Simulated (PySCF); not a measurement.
HS, SMILES [SH] (connectivity only; charge and spin as stated), charge -1, multiplicity 1.

Coordinates come from a B3LYP-D3(BJ)/def2-TZVPD optimisation. The multiplicity is an assumed one; other spin states were not compared.

Method: B3LYP-D3(BJ)/def2-TZVPD run with PySCF 2.14.0.

Frequencies are harmonic and unscaled.

```json
[
 {"mode": "1", "ν (cm⁻¹)": "2624", "IR (km/mol)": "67.4", "Raman (Å⁴/amu)": "169.6", "depolarisation": "0.47", "moving atoms (share of kinetic energy)": "H 97 %"}
]
```
